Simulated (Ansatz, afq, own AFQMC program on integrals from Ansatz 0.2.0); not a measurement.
**SiH$_{2}$, singlet in cc-pVDZ, levels against full CI**

```xyz
3

Si    0.0000   -0.0715    0.0000
H     0.0000    0.9958   -1.0900
H     0.0000    0.9958    1.0900
```

Basis cc-pVDZ. Noble-gas cores (and the filled d shells of Ga–Kr and In–Xe) are frozen. Ansatz 0.2.0 and our own AFQMC program on the same integrals; the CISD trial comes from CCSD amplitudes, and released means the phaseless constraint is let go. Free projection: walkers drawn from exp(T), propagated without any constraint. Its projection time is finite, and what remains of the start isn't in its error. Uncertainties: one standard error, sampling alone.

Determinant: UHF, the one that the program's search chose, which needn't be the lowest solution. The geometry is a point of a scan.

Full CI on the same integrals is exact in this basis and with this determinant's frozen core.

Cautions: higher spins were not checked; an unrestricted solution with more broken spin lies lower (90 meV, ⟨S²⟩ 0.38), while this determinant keeps restricted orbitals.

- T1 diagnostic: 0.0137
- weight of the determinant in the CISD state: 0.911
- ⟨S²⟩ of the determinant: 0.000
- size of the correlated space: 6 electrons in 23 orbitals

| level | correlation energy (eV) |
| --- | --- |
| MP2 | -2.4039 |
| CCSD | -3.1795 |
| CCSD(T) | -3.2406 |

(1) Estimate where AFQMC with the constraint released lies against CCSD(T) on the same integrals.

(1) 0.65 ± 0.05 mEh below CCSD(T).

Reference: full CI, correlation energy -3.260 eV. The released energy is read at 2.40 1/Eh (meV from the phaseless value at times in 1/Eh: 0.9 ± 1.4 at 0.24, -0.3 ± 1.5 at 0.51, -0.6 ± 1.2 at 0.99, 0.1 ± 1.5 at 1.62, -0.9 ± 1.3 at 2.40).

| level | E − E(reference) (mEh) | share of correlation (%) |
| --- | --- | --- |
| CCSD(T) | 0.72 | 99.40 |
| CCSDT | 0.11 | 99.90 |
| CCSDT(Q) | 0.02 | 99.98 |
| CCSDTQ | 0.00 | 100.00 |
| ph-AFQMC/HF | -0.63 ± 0.66 | 100.52 |
| ph-AFQMC/CISD | 0.10 ± 0.05 | 99.91 |
| released AFQMC | 0.07 ± 0.05 | 99.94 |
| free AFQMC | -0.07 ± 0.04 | 100.06 |

CCSDT and higher add their correlation energy to the determinant of the CCSD(T) run, since their own runs factorise the integrals more tightly (a shift of under 2 meV). Free projections are given only where their last times agree within the noise and don't stop above the reference; a slow remainder of the start can still hide under it. A walk keeps the symmetry of its determinant, which the program's search chose and which needn't be the lowest solution, so a lower state of the same spin and another symmetry isn't excluded. Released energies are given only where the last usable release times agree within the noise; a slower fall can still hide under it.
